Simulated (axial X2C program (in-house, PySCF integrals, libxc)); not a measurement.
# Linear SiNC⁺ at several levels

An exercise on one series of results from a longer session: the logs are not shown, and one member is left open.

The runs use an in-house X2C program for linear molecules on PySCF integrals; all-electron X2C, two-component (2c) or spin-free, Si dyall-v3z, N dyall-av3z, C dyall-v3z.

All values are calculated.

1 further run of the same task is left out (set aside as unsound or not needed).

The first run:

task.json

```json
{"zs": [14, 7, 6], "q": 1, "bas": ["dyall-v3z", "dyall-av3z", "dyall-v3z"], "r0": [1.82, 1.17], "symm": 0, "scan": ["PBE0", "HF", "LDA"], "levels": ["PBE0", "HF", "r2SCAN"], "nst": 2}
```

Keys: zs atomic numbers; q charge; bas basis sets; r0 starting distance in Å; symm equal bonds; scan levels of the two-bond scan (MP2 follows by itself at each HF point); levels methods; nst determinants followed.

Run with:

```sh
python solin.py task.json out
```

Masses Si 27.977, N 14.003, C 12.000 u.

Steps of the session up to this table: Scan at PBE0, 2c; Scan at HF, 2c; Scan at LDA, 2c.

One of the session's tables, all rows but one given; the rest of the session is left out.

| level | r(Si–N) (Å) | r(N–C) (Å) | lower stretch (cm⁻¹) | upper stretch (cm⁻¹) |
| --- | --- | --- | --- | --- |
| PBE0, 2c | 1.671 | 1.203 | 787.4 | 2000.9 |
| HF, 2c | 1.649 | 1.185 | 838.8 | 2119.8 |
| LDA, 2c | 1.677 | 1.207 | 764.3 | 1954.7 |
| MP2, 2c | 1.680 | 1.211 | 773.8 | 1973.3 |
| PBE0, spin-free | 1.671 | 1.203 | 787.6 | 2001.0 |
| HF, spin-free | ? | ? | ? | ? |
| LDA, spin-free | 1.677 | 1.207 | 764.5 | 1954.8 |
| MP2, spin-free | 1.680 | 1.211 | 774.0 | 1973.3 |

Q: Estimate the row for HF, spin-free from the others.

As computed: r(Si–N) (Å): 1.649; r(N–C) (Å): 1.185; lower stretch (cm⁻¹): 838.9; upper stretch (cm⁻¹): 2119.8.

Scans not shown above were run alike.

MP2 freezes inner shells (threshold -2 hartree). The molecule was held linear; bending was not examined, so a bent shape may lie lower.
